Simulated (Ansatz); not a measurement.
# C3H2FN: the cost of one run

Method: the settings change from run to run; program: Ansatz 0.2.0, Gaussian basis.

## (1) The geometry

An earlier PBE0-D4 in a triple-zeta def2 set relaxation fixed the geometry.

SMILES `N#C/C=C/F`, 7 atoms, charge 0, spin multiplicity 1.

Atoms are counted from 1 here; the program's logs count them from 0.

Bond lengths: N1–C2 1.152 Å, C2–C3 1.416 Å, C3–C4 1.328 Å, C3–H6 1.084 Å, C4–F5 1.320 Å, C4–H7 1.084 Å. Angles: N1–C2–C3 179.0°, C2–C3–C4 120.7°, C2–C3–H6 118.6°, C4–C3–H6 120.8°, C3–C4–F5 121.2°, C3–C4–H7 125.3°, F5–C4–H7 113.5°.

## (2) B97/def2-TZVPP

This run has high accuracy.

Contents of in.yaml:

```yaml
crystal:
  periodic: [false, false, false]
  atoms:
    - {symbol: N, position_ang: [0.665395, -2.097739, 1.283870]}
    - {symbol: C, position_ang: [0.379941, -1.053534, 0.889784]}
    - {symbol: C, position_ang: [0.031150, 0.238778, 0.427198]}
    - {symbol: C, position_ang: [-0.232854, 0.449876, -0.856779]}
    - {symbol: F, position_ang: [-0.558949, 1.650018, -1.300070]}
    - {symbol: H, position_ang: [-0.015336, 1.050514, 1.143858]}
    - {symbol: H, position_ang: [-0.208146, -0.305912, -1.633561]}
basis:
  gaussian: {orbitals: def2-TZVPP}
hamiltonian: {xc: {name: B97}}
accuracy: high
output: {forces: true}
```

Launch:

```bash
$ ansatz run in.yaml --threads 2 --pin off --events-out ev --progress --plain --max-ram 4352MiB
```

Q: Estimate wall time and peak memory on 2 threads of AMD EPYC 9R45, shared host.

About 9.5 s, with a peak of 0.99 GiB.
